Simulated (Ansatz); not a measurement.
Structure relaxation of BiIr2

These are results of Ansatz 0.2.0, DFT PBE, scalar-relativistic, plane waves, PAW, not measurements. Cutoff 420 eV, Γ-centred k mesh, Gaussian smearing, no spin polarisation in the final step.

BiIr2 was placed on the CaC2 structure type (I4/mmm, No. 139), with Bi in place of Ca, Ir in place of C, at a guessed volume.

```xyz
3
Lattice="-2.0988 2.0988 3.4423 2.0988 -2.0988 3.4423 2.0988 2.0988 -3.4423" Properties=species:S:1:pos:R:3 pbc="T T T"
Bi    0.0000    0.0000    0.0000
Ir    0.0000    0.0000    4.0826
Ir    0.0000    0.0000    2.8020
```

Cell and atoms relax at zero pressure; the relaxation can't lower the symmetry of the start. After a coarse first stage the cell is made exact in the group found at 0.06 Å.

The zero of energy is the elements' standard structures at the same level; no fitted shifts are applied.

(1) Which crystal results?

(2) What are its volume, energy, density and gap?

## Answers

(1) It keeps I4/mmm (No. 139), but not the shape of the type it started on. The result has the MoSi2 (C11b) structure. Conventional cell: a = 3.719 Å, c = 8.117 Å. Bi is coordinated by 2 Ir at 2.65 Å and 8 Ir at 2.98 Å; around Ir lie 1 Bi at 2.65 Å, 5 Ir at 2.81–2.91 Å and 4 Bi at 2.98 Å.

Space group I4/mmm (No. 139). a = 3.719 Å, b = 3.719 Å, c = 8.117 Å, α = 90.00°, β = 90.00°, γ = 90.00°
```csv
atom,site,symmetry,x,y,z
Bi,2a,4/mmm,0.0000,0.0000,0.0000
Ir,4e,4mm,0.5000,0.5000,0.1733
```

(2) The volume per atom is 18.71 Å³, the density is 17.55 g/cm³ and the energy over the elements is 0.79 eV/atom. The gap on the 18×18×18 mesh is 0 eV (a metal).

The final run used a 18×18×18 mesh on its 3-atom cell and 0.10 eV smearing. For metals, differences of a few meV/atom aren't resolved. Spin–orbit coupling is left out. A structure relaxed within its symmetry needn't be a true minimum.

Cost: 3 runs of about 4.5 core-minutes in all, on Arm Neoverse V1 (shared hosts).